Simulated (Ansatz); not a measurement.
We consider 1T (CdI2-type) HfTe₂, described by PBEsol-D3(BJ) in Ansatz (plane waves, PAW).

Input file:

Ansatz 0.2 input:
```yaml
crystal:
  lattice:
    - [3.8093647824, 0.0, 0.0]
    - [-1.9046823912, 3.2990066738, 0.0]
    - [0.0, 0.0, 6.4478264443]
  atoms:
    - { symbol: Hf, position: [0.0, 0.0, 0.0] }
    - { symbol: Te, position: [0.3333333333, 0.6666666667, 0.2818096234] }
    - { symbol: Te, position: [0.6666666667, 0.3333333333, 0.7181903766] }
basis:
  ecutwfc: 520
  ecutrho_ratio: 4
  xc_grid: 2
kpoints:
  mp_grid: { grid: [18, 18, 8] }
hamiltonian:
  xc: pbesol
  dispersion: d3bj
  pseudopotentials: { kind: paw }
scf:
  occupations: { method: fermi_dirac, width: 0.05 }
output:
  forces: true
  stress: true
  eigenvalues: true
relax:
  f_tol: 0.004
  escape_saddle: false
  max_steps: 80
  cell: { stress_tol: 0.02, fix: [volume] }
```

From the output:

```
Relaxation: its limit of steps is 80 (relax.max_steps)
Crystal: 3 atoms, lattice volume = 81.031 Å³
Basis set: ecut = 520 eV, 2165 PW (Γ), exchange–correlation on 60×60×96 points (8 copies of the dense FFT grid, shifted against one another)
Bands: 35, of which v1, the nominal top of the filled ones, is band 29 counted from 1 (28 counted from 0)
Symmetry: 12 space group operations
Space group: P-3m1 (ITA 164), of the structure as read, at distance tolerance 4.3e-5 Å
k-points: 266 of 2592
Functional: x = pbesol(κ = 0.804, μ = 0.12345679012345678), c = pbesol(β = 0.046)
SCF iter   1: F=—  HF=-29404.915770 eV  |F-HF|=—  |Δ(HF+E_count)|=         —  Δρ=2.86e-3  dr2=8.61e-3
SCF iter   2: F=—  HF=-29404.914419 eV  |F-HF|=—  |Δ(HF+E_count)|=   1.35e-3  Δρ=1.62e-3  dr2=2.68e-3
  ...
SCF 1 converged in 6 iterations: F = -29404.912530 eV  dr2 = 2.72e-8
Crystal: 3 atoms, lattice volume = 81.031 Å³
Initial density: handed on by an earlier stage of this run
SCF 2 converged in 6 iterations: F = -29404.904323 eV  dr2 = 8.02e-8
Crystal: 3 atoms, lattice volume = 81.031 Å³
SCF 3 converged in 9 iterations: F = -29404.916002 eV  dr2 = 1.83e-12
Crystal: 3 atoms, lattice volume = 81.031 Å³
SCF iter   6: F=—  HF=-29404.916002 eV  |F-HF|=—  |Δ(HF+E_count)|=  1.09e-11  Δρ=1.55e-7  dr2=3.26e-11
SCF iter   7: F=-29404.916002 eV  HF=-29404.916002 eV  |F-HF|=7.28e-12  |Δ(HF+E_count)|=  1.09e-11  Δρ=1.32e-8  dr2=2.66e-13
SCF 4 converged in 7 iterations: F = -29404.916002 eV  dr2 = 2.66e-13
SCF converged after 7 iterations
Free energy (F): -29404.916002 eV
Internal energy: -29404.908504 eV  (E = F + TS)
E sigma→0 (E₀):  -29404.912253 eV
Fermi energy:    12.995063 eV
--- Stress (GPa, compression-positive) ---
       -0.822367      -0.000000      -0.000000
        0.000000      -0.822367       0.000000
       -0.000000       0.000000      -0.807946
  P = ⅓ Tr σ = -0.8176 GPa (-8.176 kbar)
```

The cell is one volume of an energy–volume scan, off the minimum.

The PAW data were made under PBE.

Note: the relaxation could not lower the start's symmetry, so the cell can be a saddle point above a distorted one.

It cost very roughly 3 core-minutes of CPU time.

Ansatz is a program for electronic structure.
